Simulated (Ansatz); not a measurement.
## 1T (CdI2-type) SnSe₂

These are PBE (Ansatz, an electronic-structure program, PAW) values and carry that method's errors.

Numerical settings: plane-wave cutoff 500 eV, 12×12×6 k mesh (along the axes of the cell as run), Fermi–Dirac smearing 0.05 eV, scalar-relativistic PAW data made under PBE.

Cell: relaxed at this level.

```json
{
  "equilibrium_volume_per_atom": "30.31 Å³/atom",
  "equilibrium_lattice_constant_a": "3.871 Å",
  "c axis length": "7.006 Å"
}
```

Measured, for comparison: lattice parameter c 6.14 Å (temperature not stated, not corrected to a static lattice; as tabulated in Gonzalez and Oleynik (2016), arXiv:1609.04381). Computed (rounded) less measured: lattice parameter c +14.1 %.

Note: the cell comes from a level without a dispersion term, which matters for the spacing of layers, chains or molecules; the cell has widely spaced layers and the level no dispersion term, so their spacing and the moduli can rest on weak binding.

Spin–orbit coupling is not included.

Static lattice: no zero-point or thermal effects.

The result took about 4 core-minutes (a rough figure).
